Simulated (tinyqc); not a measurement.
Stretching all distances: RHF, UHF, MP2, CISD and CCSD against full CI in the sto-3g basis, for H2F+, spin multiplicity 1. Computed by the program tinyqc with PySCF. All coordinates are multiplied by the scale. c0^2 is the weight of the RHF determinant in the lowest singlet FCI state (UHF is spin-contaminated and may lie near states of higher spin) and n(LUMO) the first natural occupation beyond the occupied space.

Geometry (angstrom):
```
atom       x        y       z
F     0.0000   0.0000  0.0000
H     0.0000   0.7910  0.4910
H     0.0000  -0.7730  0.4800
```

Full CI energy (hartree) and errors against it (kcal/mol):
```
scale   distance 1-2 (angstrom)      E(FCI)       RHF      UHF      MP2    CISD    CCSD  <S^2> UHF    c0^2  n(LUMO)
0.8900                   0.8286  -98.819327   18.1363  18.1363   4.0767  0.1618  0.0987     0.0000  0.9888   0.0119
1.1500                   1.0707  -98.899326   31.2997  31.2997   8.1992  0.5910  0.3630     0.0000  0.9699   0.0298
1.4100                   1.3127  -98.813614   49.9132  49.9132  14.2479  1.7192  1.1329     0.0000  0.9273   0.0666
1.6700                   1.5548  -98.708441   73.5595  56.4801  21.5138  3.7728  2.6304     0.8049  0.8485   0.1337
1.9300                   1.7968  -98.620294  100.1069  39.5037  29.2351  6.2225  4.2498     1.2319  0.7226   0.2311
2.1900                   2.0389  -98.558053  124.3687  23.9999  40.4697  6.2101  4.0225     1.3803  0.5045   0.3405
```

What does the comparison show, and why?

UHF parts from RHF first at scale 1.67 of those listed, where <S^2> leaves zero. The weight c0^2 goes from 0.99 to 0.50 and n(LUMO) from 0.01 to 0.34: static correlation grows as the bonds break into open-shell fragments. The spread of the error along the curve, which distorts its shape, is CCSD 4.2, CISD 6.1, MP2 36.4, UHF 38.3, RHF 106.2 kcal/mol. The table stops here: at scale 2.45 and beyond, the reference weight falls under 0.45 or RHF, UHF or CCSD hop between solutions, so those rows were left out and the spreads given cover only the rows shown. As computed, partly on other solutions, the errors there reach in size RHF 141, UHF 14, MP2 41, CISD 3, CCSD 2 kcal/mol.
